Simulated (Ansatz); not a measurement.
fcc Rh

The numbers are results of PBE (Ansatz, a first-principles code, PAW), not measurements.

Settings: plane-wave cutoff 500 eV, 32×32×32 k mesh, Fermi–Dirac smearing 0.1 eV, no spin polarisation, scalar-relativistic PAW data made under PBE.

Cell: relaxed at this level.

```json
{
 "volume_per_atom": "14.06 Å³/atom",
 "equilibrium_lattice_constant_a": "3.832 Å"
}
```

Measured, for comparison: equilibrium volume per atom 13.65 Å³/atom, lattice constant a 3.794 Å (static lattice: zero-point anharmonic expansion removed; as tabulated in Mejia-Rodriguez and Trickey (2018), arXiv:1807.09216). Computed (rounded) less measured: equilibrium volume per atom +3.0 %, lattice constant a +1.0 %.

The computed numbers hold no vibrational or temperature effects.
